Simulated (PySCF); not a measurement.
**CISD/STO-6G run of SiS (SMILES [Si-]#[S+])**

Aim: the energy change on altering one bond length of SiS at CISD/STO-6G, from 2 runs. 

The calculation is run with PySCF 2.14.0.

29 further runs of the same task are left out: 15 that didn't finish, 14 set aside as unsound or not needed.

### Step 1. The structure to begin with

SiS has 2 atoms, charge 0, and is taken as a singlet. SMILES: `[Si-]#[S+]`. The bond length is the measured one.

Bond lengths: Si1–S2 1.929 Å.

### Step 2. A single-point energy at CISD/STO-6G

input.xyz reads:

```xyz
2
SSi
Si     0.000000     0.000000     0.000000
S      0.000000     0.000000     1.929321
```

input.py reads:

```python
from pyscf import gto, ci

mol = gto.M(
    atom='input.xyz',
    max_memory=1860,
    spin=0,
    verbose=3,
    basis='sto-6g',
)

calc0 = mol.RHF()
calc0.conv_tol = 1e-10
calc0.kernel()
if not calc0.converged:
    calc0 = calc0.newton().run(calc0.mo_coeff, calc0.mo_occ)

cisd = ci.CISD(calc0, frozen=10)
cisd.kernel()
etot = cisd.e_tot
print(f'total energy: {etot:.8f} hartree')
```

On the command line:

```
OMP_NUM_THREADS=1 python input.py
```

The log of the run:

```text
converged SCF energy = -684.0127015829
E(RCISD) = -684.1066017496846  E_corr = -0.09390016678477986
total energy: -684.10660175 hartree
```

It took 0.85 s on 1 thread of Intel Xeon Platinum 8488C (Sapphire Rapids), shared host; peak memory 0.12 GiB.

### Step 3. The distorted shape, same level

calc.py reads:

```python
from pyscf import gto, scf, ci

mol = gto.M(
    atom='Si 0.000000 0.000000 -0.964679; S 0.000000 0.000000 1.929321',
    basis='sto-6g',
    max_memory=1860,
    spin=0,
    verbose=3,
)

mf = scf.RHF(mol)
mf.conv_tol = 1e-10
mf.kernel()
if not mf.converged:
    mf = mf.newton().run(mf.mo_coeff, mf.mo_occ)

cisd = ci.CISD(mf, frozen=10)
cisd.kernel()
e_tot = cisd.e_tot
print(f'total energy: {e_tot:.8f} hartree')
```

On the command line:

```
OMP_NUM_THREADS=1 python calc.py
```

The log of the run:

```text
converged SCF energy = -683.759986186453
E(RCISD) = -683.9065363138577  E_corr = -0.1465501274047837
total energy: -683.90653631 hartree
```

Wall time 0.66 s (1 thread of Intel Xeon Platinum 8488C (Sapphire Rapids), shared host); peak memory 0.1 GiB.

### Step 4. Results

Level: CISD/STO-6G, 10 core orbitals frozen.

```
                                                          quantity          value
                                         first shape: total energy  -684.10660 Eh
                 first shape: dipole moment (Hartree–Fock density)         2.07 D
                  first shape: HOMO energy (Hartree–Fock orbitals)       -6.15 eV
                  first shape: LUMO energy (Hartree–Fock orbitals)        6.57 eV
                first shape: HOMO–LUMO gap (Hartree–Fock orbitals)       12.72 eV
         first shape: correlation energy (10 core orbitals frozen)      -93.9 mEh
                                     distorted shape: total energy  -683.90654 Eh
             distorted shape: dipole moment (Hartree–Fock density)         4.18 D
              distorted shape: HOMO energy (Hartree–Fock orbitals)       -3.82 eV
              distorted shape: LUMO energy (Hartree–Fock orbitals)        5.45 eV
            distorted shape: HOMO–LUMO gap (Hartree–Fock orbitals)        9.27 eV
     distorted shape: correlation energy (10 core orbitals frozen)     -146.6 mEh
energy change with the Si1–S2 bond stretched from 1.929 to 2.894 Å       5.444 eV
```

With the Si1–S2 bond stretched from 1.929 to 2.894 Å the energy rises by 5.44 eV (126 kcal/mol). The first shape isn't relaxed at this level, so the change isn't measured from a minimum. A restricted reference can't describe the breaking bond well at this length. The minimal basis adds a large error of its own.
